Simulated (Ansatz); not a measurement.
```yaml
crystal:
  periodic: [false, false, false]
  atoms:
    - {symbol: C, position_ang: [0.169993, -1.324394, 2.319652]}
    - {symbol: N, position_ang: [0.912620, -0.781005, 1.218635]}
    - {symbol: C, position_ang: [0.274794, -0.194364, 0.296732]}
    - {symbol: C, position_ang: [1.028394, 0.365026, -0.834841]}
    - {symbol: N, position_ang: [0.604247, 0.981869, -1.855910]}
    - {symbol: C, position_ang: [-0.792904, 1.243651, -2.069976]}
    - {symbol: H, position_ang: [0.534511, -0.878296, 3.249408]}
    - {symbol: H, position_ang: [0.372791, -2.396874, 2.390596]}
    - {symbol: H, position_ang: [-0.915580, -1.167493, 2.246448]}
    - {symbol: H, position_ang: [-0.816887, -0.096776, 0.326602]}
    - {symbol: H, position_ang: [2.105555, 0.207424, -0.749956]}
    - {symbol: H, position_ang: [-1.485726, 0.877943, -1.304915]}
    - {symbol: H, position_ang: [-0.926523, 2.324558, -2.171145]}
    - {symbol: H, position_ang: [-1.078284, 0.809632, -3.032528]}
basis:
  gaussian: {orbitals: x2c-TZVPPall, nuclear_model: gaussian}
hamiltonian: {xc: {name: HF}}
correlation: {active_space: {window: {electrons: 6, orbitals: 2}}}
scf: {lower_state_search: light}
```

```sh
$ ansatz run in.yaml --threads 4 --pin off --events-out ev --progress --plain --max-ram 10444MiB
```

It prints (some lines left out):

```
Functional definition: HF
1775 factors; integrals over basis functions are off by at most 1.1e-3 eV
mean field evaluation 1: about -7211.9655 eV, gradient 3.7e1 eV
mean field evaluation 2: about -7212.3051 eV, gradient 3.7e1 eV
mean field evaluation 4: about -7216.1726 eV, gradient 6.4e0 eV
mean field evaluation 8: about -7216.2897 eV, gradient 3.4e-1 eV
mean field -7216.29049722 eV, -265.1937843955 hartree, gradient 8.8e-6 eV, S^2 0.000000; 0 other end points of the search recorded, 0 dependent functions left out
reference -7216.29049722 eV, -265.1937843955 hartree; 23, 23 occupied and 275, 275 virtual orbitals, 1775 factors
Error: 6 electrons in 2 orbitals form no window around the highest filled level of the reference
```

**Question.** Something in this input is off. What?

**Answer.** The active space doesn't fit the electrons. The run stopped with an error.
